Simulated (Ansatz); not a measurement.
Frontier orbitals of CH₄FNOS, SMILES `NC(O)(F)S`.

Charge 0, multiplicity 1. The structure was optimised at the PBE0-D4/def2-TZVP level. It is one conformer, not always the lowest. Basis def2-TZVPP, the Gaussian-basis code of Ansatz.

Orbital energies of one run (eV). Highest occupied ones, from the top: -6.42, -7.27, -8.38, -8.74, -9.72, -10.30, -10.75, -12.75, -12.99, -13.99, -14.97, -16.77, -20.11, -24.57. Empty: -0.53, 0.38, 1.06, 1.40, 2.00, 3.06.

Which functional gave them?
A. BHLYP
B. B97M-V
C. ωB97M-V
D. PBE0

B. HOMO energies: B97M-V -6.42, ωB97M-V -9.65, BHLYP -8.56, PBE0 -7.36 eV.
